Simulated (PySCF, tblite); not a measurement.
Dissociation curve of Na2, singlet.

Levels of theory: GFN2-xTB, 300 K electronic temperature (tblite); RKS-LDA (SVWN5) = restricted LDA (SVWN5)/cc-pVDZ in PySCF 2.14.0; NEVPT2 = SC-NEVPT2 on CASSCF(2,2)/cc-pVDZ, all electrons correlated run with PySCF; RKS-PBE = restricted PBE/cc-pVDZ run with PySCF.

Energies are in kcal/mol, each relative to the lowest point of its own curve near equilibrium.

```json
[
 {"R / Å": "2.50", "GFN2-xTB": "2.4", "RKS-LDA (SVWN5)": "3.5", "NEVPT2": "7.3", "RKS-PBE": "5.5"},
 {"R / Å": "2.61", "GFN2-xTB": "0.5", "RKS-LDA (SVWN5)": "1.9", "NEVPT2": "5.2", "RKS-PBE": "3.4"},
 {"R / Å": "2.77", "GFN2-xTB": "0.0", "RKS-LDA (SVWN5)": "0.6", "NEVPT2": "3.1", "RKS-PBE": "1.4"},
 {"R / Å": "2.94", "GFN2-xTB": "1.1", "RKS-LDA (SVWN5)": "0.0", "NEVPT2": "1.5", "RKS-PBE": "0.3"},
 {"R / Å": "3.04", "GFN2-xTB": "2.2", "RKS-LDA (SVWN5)": "0.0", "NEVPT2": "0.8", "RKS-PBE": "0.0"},
 {"R / Å": "3.10", "GFN2-xTB": "3.0", "RKS-LDA (SVWN5)": "0.1", "NEVPT2": "0.4", "RKS-PBE": "0.0"},
 {"R / Å": "3.17", "GFN2-xTB": "4.0", "RKS-LDA (SVWN5)": "0.3", "NEVPT2": "0.2", "RKS-PBE": "0.1"},
 {"R / Å": "3.31", "GFN2-xTB": "6.1", "RKS-LDA (SVWN5)": "1.0", "NEVPT2": "0.0", "RKS-PBE": "0.5"},
 {"R / Å": "3.39", "GFN2-xTB": "7.4", "RKS-LDA (SVWN5)": "1.5", "NEVPT2": "0.1", "RKS-PBE": "0.9"},
 {"R / Å": "3.59", "GFN2-xTB": "10.6", "RKS-LDA (SVWN5)": "3.1", "NEVPT2": "0.6", "RKS-PBE": "2.3"},
 {"R / Å": "3.85", "GFN2-xTB": "13.9", "RKS-LDA (SVWN5)": "5.5", "NEVPT2": "1.8", "RKS-PBE": "4.4"},
 {"R / Å": "4.20", "GFN2-xTB": "18.7", "RKS-LDA (SVWN5)": "9.0", "NEVPT2": "3.9", "RKS-PBE": "7.7"},
 {"R / Å": "4.61", "GFN2-xTB": "24.9", "RKS-LDA (SVWN5)": "13.0", "NEVPT2": "6.1", "RKS-PBE": "11.5"},
 {"R / Å": "5.17", "GFN2-xTB": "32.3", "RKS-LDA (SVWN5)": "17.7", "NEVPT2": "8.3", "RKS-PBE": "16.0"},
 {"R / Å": "5.56", "GFN2-xTB": "36.4", "RKS-LDA (SVWN5)": "20.4", "NEVPT2": "9.3", "RKS-PBE": "18.7"},
 {"R / Å": "6.25", "GFN2-xTB": "41.7", "RKS-LDA (SVWN5)": "24.0", "NEVPT2": "10.2", "RKS-PBE": "22.2"},
 {"R / Å": "6.84", "GFN2-xTB": "44.5", "RKS-LDA (SVWN5)": "26.1", "NEVPT2": "10.5", "RKS-PBE": "24.3"},
 {"R / Å": "7.53", "GFN2-xTB": "46.6", "RKS-LDA (SVWN5)": "27.7", "NEVPT2": "10.6", "RKS-PBE": "25.8"},
 {"R / Å": "8.32", "GFN2-xTB": "48.0", "RKS-LDA (SVWN5)": "28.8", "NEVPT2": "10.7", "RKS-PBE": "26.9"},
 {"R / Å": "9.19", "GFN2-xTB": "48.8", "RKS-LDA (SVWN5)": "29.4", "NEVPT2": "10.7", "RKS-PBE": "27.5"}
]
```

At the longest distance, 9.19 Å, GFN2-xTB lies highest above its minimum (48.8 kcal/mol) and NEVPT2 lowest (10.7 kcal/mol).

The restricted form behind RKS-LDA (SVWN5), RKS-PBE keeps the bonding electrons paired and can't separate into open-shell fragments.
